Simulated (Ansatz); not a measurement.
`FC1=CCC1F` → `FC1(F)C=CC1`  (isomerisation)

Gas-phase electronic energies from Ansatz, PBE0-D4/def2-TZVP geometries. CCSD(T)/CBS adds triple-zeta CCSD(T) − MP2 to the extrapolated MP2 energy (def2 sets, frozen cores). DFT in def2-TZVPP.

`FC1=CCC1F`:

Z-matrix (Å, degrees):
```
C
C 1 1.553
C 1 1.517 2 86.5
H 1 1.091 2 111.7 3 115.8
H 1 1.093 2 115.3 3 -117.8
F 2 1.373 1 115.7 3 -120.7
C 2 1.491 1 84.8 3 -3.4
H 2 1.094 1 114.8 3 112.6
H 3 1.081 1 133.0 2 -173.4
F 7 1.318 2 129.5 1 -179.6
```

`FC1(F)C=CC1`:

```xyz
10

F     0.119   -2.008   -0.290
C     0.498   -0.758    0.069
F     1.668   -0.897    0.736
C     0.478    0.276   -1.020
C    -0.453    0.993   -0.392
C    -0.582    0.070    0.803
H     1.025    0.370   -1.949
H    -0.956    1.920   -0.634
H    -0.258    0.475    1.763
H    -1.539   -0.443    0.915
```

```csv
level,ΔE (eV)
PBE,-0.24
PBE0,-0.28
CAM-B3LYP,-0.32
HF/CBS(def2),-0.38
```

Problem. What does CCSD(T)/CBS give? (Estimate.)

Solution. The calculation gave: -0.34 eV. The listed levels differ from it by 0.10, 0.06, 0.02, -0.04 eV.

Problem. What do rigid-rotor, harmonic-oscillator terms from PBE0-D4/def2-TZVP frequencies (298.15 K, 1 bar) make of the CCSD(T)/CBS value? (Best estimate.)

Solution. Computed: ΔZPE = -0.02 eV, ΔH = -0.37 eV, ΔS = -4 J/(mol·K), ΔG = -0.36 eV.

Largest T1 diagnostic among the species: 0.012.

From BLYP to BHLYP (50 % exact exchange), in def2-TZVPP and without D4, ΔE moves by −0.08 eV. At CCSD(T), def2-SVP lies −0.04 eV from the extrapolated value and def2-TZVPP +0.01 eV. In def2-TZVPP, CCSD(T) changes the Hartree–Fock value by +0.06 eV (the triples alone add +0.01 eV) and MP2 by +0.07 eV.
